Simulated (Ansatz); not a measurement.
## Ansatz (development build ahead of 0.2.0) run

```yaml
crystal:
  periodic: [false, false, false]
  atoms:
    - { symbol: O, position_ang: [0.0, 0.0, 0.0] }
    - { symbol: H, position_ang: [0.0, 0.987, -0.252] }
    - { symbol: O, position_ang: [0.0, 0.0, 1.33] }
basis:
  gaussian: { orbitals: cc-pVDZ }
magnetization:
  initial_magnetization: 1
hamiltonian:
  xc: hf
correlation:
  method: ccsd_t
  frozen_orbitals: { H: 0, O: 1 }
```

The input is written out in the form of the current development build from the run's settings. Correlation on restricted open-shell orbitals is semicanonical, with singles.

Output:

| Quantity | Value |
| --- | --- |
| Converged | yes |
| Reference energy | -150.17814 hartree |
| CCSD correlation energy | -0.37030 hartree |
| Triples correction | -0.00895 hartree |
| Total energy | -150.55739 hartree |
| Spin squared of the determinant | 0.750 |
